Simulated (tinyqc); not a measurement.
Worked calculation: CIS on RHF in the sto-6g basis, frozen core, for LiH, spin multiplicity 1. One step of it, computed by the program tinyqc.

Task: CIS matrix, triplets. A(ia,jb) = (e_a - e_i) d_ij d_ab - (ij|ab).

orbital energies (hartree): MO1 -2.401373, MO2 -0.248943, MO3 0.072888, MO4 0.160259, MO5 0.160259, MO6 0.427847

Two-electron integrals over orbitals (pq|rs), unique and non-zero (hartree); the lowest 1 orbital is frozen and left out:
```
p,q,r,s,(pq|rs)
2,2,2,2,0.462103
3,2,2,2,-0.054792
3,2,3,2,0.017620
3,3,2,2,0.213129
3,3,3,2,0.012624
3,3,3,3,0.332832
4,2,4,2,0.021089
4,3,4,2,0.019738
4,3,4,3,0.041628
4,4,2,2,0.250112
4,4,3,2,0.011331
4,4,3,3,0.281028
4,4,4,4,0.313125
5,2,5,2,0.021089
5,3,5,2,0.019738
5,3,5,3,0.041628
5,4,5,4,0.016875
5,5,2,2,0.250112
5,5,3,2,0.011331
5,5,3,3,0.281028
5,5,4,4,0.279374
5,5,5,5,0.313125
6,2,2,2,0.113110
6,2,3,2,-0.040412
6,2,3,3,-0.019923
6,2,4,4,-0.033480
6,2,5,5,-0.033480
6,2,6,2,0.130695
6,3,2,2,-0.054448
6,3,3,2,0.013693
6,3,3,3,0.036211
6,3,4,4,0.005949
6,3,5,5,0.005949
6,3,6,2,-0.035823
6,3,6,3,0.028127
6,4,4,2,-0.018793
6,4,4,3,-0.012744
6,4,6,4,0.019764
6,5,5,2,-0.018793
6,5,5,3,-0.012744
6,5,6,5,0.019764
6,6,2,2,0.433335
6,6,3,2,-0.045899
6,6,3,3,0.238443
6,6,4,4,0.261722
6,6,5,5,0.261722
6,6,6,2,0.106563
6,6,6,3,-0.044585
6,6,6,6,0.430093
```

Give: CIS matrix A, triplet.

Result:

CIS matrix A, triplet (hartree):
```
,2>3,2>4,2>5,2>6
2>3,0.109,0.000,0.000,0.054
2>4,0.000,0.159,0.000,0.000
2>5,0.000,0.000,0.159,0.000
2>6,0.054,0.000,0.000,0.243
```
